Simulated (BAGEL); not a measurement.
# C2H2FNS (SMILES FC1(S)C=N1): HF/6-31G(d) (density fitting with qzvpp-jkfit, spherical functions)

What is the energy change on altering one bond length of C2H2FNS at HF/6-31G* (density fitting with qzvpp-jkfit, spherical functions)? 

Program for the calculation: BAGEL 1.2.2.

3 further runs of the same task are left out: 1 that didn't finish, 2 set aside as unsound or not needed.

**1. Starting point**

The species is C2H2FNS (7 atoms), meant as a singlet with charge 0. As SMILES, `FC1(S)C=N1`. Geometry: relaxed at PBE0-D4/def2-TZVP. This is one conformer, not always the lowest.

Bond lengths: F1–C2 1.363 Å, C2–S3 1.769 Å, C2–C4 1.421 Å, C2–N5 1.472 Å, C4–N5 1.259 Å, S3–H6 1.345 Å, C4–H7 1.082 Å. Some angles: F1–C2–S3 112.7°, F1–C2–C4 118.2°, F1–C2–N5 113.9°, S3–C2–C4 124.3°, S3–C2–N5 122.6°, C4–C2–N5 51.5°, C2–C4–N5 66.3°, C2–N5–C4 62.1°, C2–S3–H6 95.3°, C2–C4–H7 153.8°.

**2. The energy at HF/6-31G(d) (density fitting with qzvpp-jkfit, spherical functions)**

The input, input.json:

```json
{ "bagel" : [

{
  "title" : "molecule",
  "basis" : "6-31gs.json",
  "df_basis" : "qzvpp-jkfit",
  "angstrom" : true,
  "geometry" : [
    { "atom" : "F", "xyz" : [      -0.920500,      -1.323900,       0.173800 ] },
    { "atom" : "C", "xyz" : [      -0.150000,      -0.203700,       0.075900 ] },
    { "atom" : "S", "xyz" : [       0.372900,       0.406500,       1.652100 ] },
    { "atom" : "C", "xyz" : [      -0.273800,       0.595700,      -1.092400 ] },
    { "atom" : "N", "xyz" : [       0.718500,      -0.178200,      -1.112300 ] },
    { "atom" : "H", "xyz" : [       1.082000,      -0.688200,       1.979900 ] },
    { "atom" : "H", "xyz" : [      -0.768000,       1.323700,      -1.722600 ] }
  ]
},

{
  "title" : "hf"
},

{
  "title" : "print",
  "file" : "orbitals.molden",
  "orbitals" : true
}

]}
```

The basis set 6-31G* is read from a file made from the Basis Set Exchange's data (not shown).

Launch:

```sh
$ BAGEL_NUM_THREADS=1 BAGEL input.json > input.out
```

Standard output:

```text
* using 1 threads per process

  ===============================================================
  ===============================================================

  *** Geometry ***

  { "atom" : "F", "xyz" : [     -1.739493,     -2.501808,      0.328434 ] },
  { "atom" : "C", "xyz" : [     -0.283459,     -0.384937,      0.143430 ] },
  { "atom" : "S", "xyz" : [      0.704679,      0.768174,      3.122017 ] },
  { "atom" : "C", "xyz" : [     -0.517407,      1.125710,     -2.064337 ] },
  { "atom" : "N", "xyz" : [      1.357768,     -0.336749,     -2.101942 ] },
  { "atom" : "H", "xyz" : [      2.044684,     -1.300510,      3.741469 ] },
  { "atom" : "H", "xyz" : [     -1.451310,      2.501430,     -3.255242 ] },

  Number of auxiliary basis functions:      468

  Since a DF basis is specified, we compute 2- and 3-index integrals:
    o Being stored without compression. Storage requirement is 0.023 GB

  Number of basis functions:       78
  Number of electrons      :       46

    * METHOD: MOLECULE                             0.23

  *** RHF ***

  === Nuclear Repulsion ===
   210.9699103320

      * DIIS with orbital gradients will be used.

  === RHF iteration (6-31gs.json) ===
      0       -627.99277561          0.02054371           0.06
      1       -628.11830373          0.01449900           0.05
      2       -628.19603906          0.00188793           0.05
      3       -628.19845818          0.00073654           0.05
      4       -628.19874567          0.00018873           0.05
      5       -628.19878258          0.00009875           0.05
      6       -628.19879105          0.00004346           0.05
      7       -628.19879392          0.00001486           0.05
      8       -628.19879419          0.00000683           0.05
      9       -628.19879422          0.00000347           0.05
     10       -628.19879424          0.00000116           0.05
     11       -628.19879424          0.00000042           0.05
     12       -628.19879424          0.00000019           0.05
     13       -628.19879424          0.00000007           0.05
     14       -628.19879424          0.00000003           0.05
     15       -628.19879424          0.00000002           0.05
     16       -628.19879424          0.00000001           0.05
    * SCF iteration converged.

    * Permanent dipole moment:
           (    0.253425,    -0.671276,     0.167634) a.u.

    * METHOD: HF                                   1.05

    * METHOD: PRINT                                0.02

  ===============================================================
```

It took 1.6 s on 1 thread of AMD EPYC 7B13 (Zen 3), shared host; peak memory 0.11 GiB.

**3. The distorted shape at the same level**

The input, hf.json:

```json
{ "bagel": [

{
  "title": "molecule",
  "basis": "6-31gs.json",
  "df_basis": "qzvpp-jkfit",
  "angstrom": "true",
  "geometry": [
    { "atom": "F", "xyz": [   -0.673422,   -1.687868,    0.488872 ] },
    { "atom": "C", "xyz": [    0.097078,   -0.567668,    0.390972 ] },
    { "atom": "S", "xyz": [    0.619978,    0.042532,    1.967172 ] },
    { "atom": "C", "xyz": [   -0.026722,    0.231732,   -0.777328 ] },
    { "atom": "N", "xyz": [    0.965578,   -0.542168,   -0.797228 ] },
    { "atom": "H", "xyz": [    1.329078,   -1.052168,    2.294972 ] },
    { "atom": "H", "xyz": [   -0.768000,    1.323700,   -1.722600 ] }
  ]
},
{
  "title": "hf"
},
{
  "title": "print",
  "file": "orbitals.molden",
  "orbitals": "true"
}

]}
```

The basis set 6-31G* is read from a file made from the Basis Set Exchange's data (not shown).

Launch:

```sh
$ BAGEL_NUM_THREADS=1 BAGEL hf.json > hf.out
```

Standard output:

```text
* using 1 threads per process

  ===============================================================
  ===============================================================

  *** Geometry ***

  { "atom" : "F", "xyz" : [     -1.272583,     -3.189608,      0.923834 ] },
  { "atom" : "C", "xyz" : [      0.183451,     -1.072737,      0.738830 ] },
  { "atom" : "S", "xyz" : [      1.171589,      0.080374,      3.717416 ] },
  { "atom" : "C", "xyz" : [     -0.050497,      0.437910,     -1.468937 ] },
  { "atom" : "N", "xyz" : [      1.824678,     -1.024549,     -1.506543 ] },
  { "atom" : "H", "xyz" : [      2.511593,     -1.988309,      4.336869 ] },
  { "atom" : "H", "xyz" : [     -1.451310,      2.501430,     -3.255242 ] },

  Number of auxiliary basis functions:      468

  Since a DF basis is specified, we compute 2- and 3-index integrals:
    o Being stored without compression. Storage requirement is 0.023 GB

  Number of basis functions:       78
  Number of electrons      :       46

    * METHOD: MOLECULE                             0.22

  *** RHF ***

  === Nuclear Repulsion ===
   208.9867773451

      * DIIS with orbital gradients will be used.

  === RHF iteration (6-31gs.json) ===
      0       -627.88711230          0.02078343           0.06
      1       -628.01768162          0.01507000           0.05
      2       -628.10304032          0.00204879           0.05
      3       -628.10595753          0.00090884           0.05
      4       -628.10640293          0.00021544           0.05
      5       -628.10645395          0.00011035           0.05
      6       -628.10646472          0.00005292           0.05
      7       -628.10646879          0.00001641           0.05
      8       -628.10646916          0.00000625           0.05
      9       -628.10646920          0.00000364           0.05
     10       -628.10646922          0.00000118           0.05
     11       -628.10646922          0.00000043           0.05
     12       -628.10646922          0.00000019           0.05
     13       -628.10646922          0.00000006           0.05
     14       -628.10646922          0.00000003           0.05
     15       -628.10646922          0.00000002           0.05
     16       -628.10646922          0.00000001           0.05
    * SCF iteration converged.

    * Permanent dipole moment:
           (    0.232745,    -0.637426,     0.104850) a.u.

    * METHOD: HF                                   1.07

    * METHOD: PRINT                                0.02

  ===============================================================
```

Wall time 1.6 s (1 thread of AMD EPYC 7B13 (Zen 3), shared host); peak memory 0.11 GiB.

**4. What came out**

At HF/6-31G* (density fitting with qzvpp-jkfit, spherical functions):

| quantity | value |
| --- | --- |
| first shape: total energy | -628.19879 Eh |
| first shape: dipole moment | 1.87 D |
| first shape: HOMO energy | -10.45 eV |
| first shape: LUMO energy | 3.35 eV |
| first shape: HOMO–LUMO gap | 13.81 eV |
| distorted shape: total energy | -628.10647 Eh |
| distorted shape: dipole moment | 1.75 D |
| distorted shape: HOMO energy | -10.45 eV |
| distorted shape: LUMO energy | 2.00 eV |
| distorted shape: HOMO–LUMO gap | 12.45 eV |
| energy change with the C4–H7 bond stretched from 1.082 to 1.623 Å | 2.512 eV |

**Reading.** With the C4–H7 bond stretched from 1.082 to 1.623 Å the energy rises by 2.51 eV (58 kcal/mol). The first shape isn't relaxed at this level, so the change isn't measured from a minimum.
